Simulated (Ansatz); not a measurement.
# SiNH4 radical (SMILES N[SiH2]): functionals against CCSD(T) at one geometry

The task here is to estimate one member of a computed series from the others.

Computed with Ansatz 0.2.0, Gaussian basis. Level: single points in def2-TZVPP.

Correlated methods freeze the cores. Orbitals are unrestricted.

## The starting structure

SMILES `N[SiH2]`, 6 atoms, charge 0, spin multiplicity 2.

Atoms are counted from 1 here; the program's logs count them from 0.

Bond lengths: N1–Si2 1.802 Å, N1–H3 1.079 Å, N1–H4 0.898 Å, Si2–H5 1.426 Å, Si2–H6 1.544 Å. Angles: Si2–N1–H3 112.2°, Si2–N1–H4 120.8°, H3–N1–H4 103.8°, N1–Si2–H5 103.5°, N1–Si2–H6 104.2°, H5–Si2–H6 98.9°.

As a file:

```xyz
6
H4NSi
N    -0.22450   -0.82560    0.03100
Si    0.37440    0.86500    0.21040
H     0.49980   -1.46650   -0.44780
H    -0.48900   -1.29790    0.74690
H     0.53260    1.30640   -1.13660
H    -0.88580    1.67700    0.58090
```

Set-up of the first run:

File run/in.yaml:

```yaml
crystal:
  periodic: [false, false, false]
  atoms:
    - {symbol: N, position_ang: [-0.224500, -0.825600, 0.031000]}
    - {symbol: Si, position_ang: [0.374400, 0.865000, 0.210400]}
    - {symbol: H, position_ang: [0.499800, -1.466500, -0.447800]}
    - {symbol: H, position_ang: [-0.489000, -1.297900, 0.746900]}
    - {symbol: H, position_ang: [0.532600, 1.306400, -1.136600]}
    - {symbol: H, position_ang: [-0.885800, 1.677000, 0.580900]}
basis:
  gaussian: {orbitals: def2-TZVPP}
magnetization: {spin_polarized: true, initial_magnetization: 1}
correlation: {method: ccsd_t}
scf: {omitted_lower_state_checks: [cluster_reference]}
output: {forces: true}
```

On the command line:

```sh
$ ansatz run in.yaml --threads 4 --pin off --events-out ev --progress --plain --max-ram 5222MiB
```

Among the steps run: CCSD(T)/def2-TZVPP; PBE0-D4/def2-TZVPP; wB97M-V/def2-TZVPP; r2SCAN-D4/def2-TZVPP; PBE-D4/def2-TZVPP; BLYP-D4/def2-TZVPP; BHLYP-D4/def2-TZVPP.

One of the session's tables, all rows but one given; the rest of the session is left out.

```
   method  RMS force component (eV/Å)  angle to CCSD(T) forces (°)  dipole (D)
  CCSD(T)                       2.849                    reference        1.64
  PBE0-D4                       2.868                          1.5        1.65
  wB97M-V                           ?                            ?           ?
r2SCAN-D4                       2.840                          1.2        1.69
   PBE-D4                       2.878                          4.2        1.69
  BLYP-D4                       2.816                          4.2        1.73
 BHLYP-D4                       2.810                          4.2        1.69
```

**Question.** Estimate the row for wB97M-V.

The run gave: RMS force component (eV/Å): 2.840; angle to CCSD(T) forces (°): 0.9; dipole (D): 1.73.
